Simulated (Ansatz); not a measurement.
Basis-set extrapolation for `O/C=C(/S)Cl` (PBE0-D4/def2-TZVP geometry, frozen core, Ansatz 0.2.0). Multiplicity 1, RHF reference.

```tsv
	def2-TZVPP	def2-QZVPP
HF	-1009.430714	-1009.461771
MP2 correlation	-0.923395	-0.999268
CCSD(T) correlation	-1.007333	not run
```

Energies in hartree. Use E(X) = E(∞) + A·exp(−7.88·√X) for Hartree–Fock and E(X) = E(∞) + B·X^(−2.97) for correlation, with X = 3 and 4, and add CCSD(T) minus MP2 of the smaller set to the MP2 limit.

What is the CCSD(T) energy at the basis-set limit?

HF limit: -1009.461771 + (-0.031057) × 0.13774 = -1009.46605. MP2 limit: -0.999268 + (-0.075873) × 0.74074 = -1.05547. Higher-order term: -1.007333 − (-0.923395) = -0.08394. Total: -1010.60546 hartree, 439.5 kJ/mol below CCSD(T)/def2-TZVPP.
